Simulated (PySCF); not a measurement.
# Working out the ionisation energy of F

F [He] 2s2 2p5 (2P) → F⁺ [He] 2s2 2p4 (3P). Calculation: PySCF 2.14, in cc-pVDZ-DK (3s2p1d, 14 functions); scalar relativity by spin-free X2C-1e. Frozen: 1s2. Energies in hartree (1 hartree = 27.21139 eV):

```csv
part,F (lower),F⁺ (upper)
UHF,-99.461762,-98.887579
CCSD correlation,-0.151567,-0.112404
(T),-0.000886,-0.000780
```

What does Hartree-Fock give?

(-98.887579) − (-99.461762) = 0.574183 hartree = 15.624 eV.

What do CCSD and CCSD(T) give?

The CCSD correlation energies differ by 0.039163 hartree = 1.066 eV and the triples by 0.000106 hartree = 0.003 eV, so CCSD gives 16.690 eV and CCSD(T) 16.693 eV.

Measured between the centres of the two terms (NIST): 17.427 eV, so CCSD(T) (valence) is off by -0.734 eV.

A double-zeta basis recovers only part of the correlation energy.

What remains against the reference includes basis incompleteness, the frozen core and higher excitations.
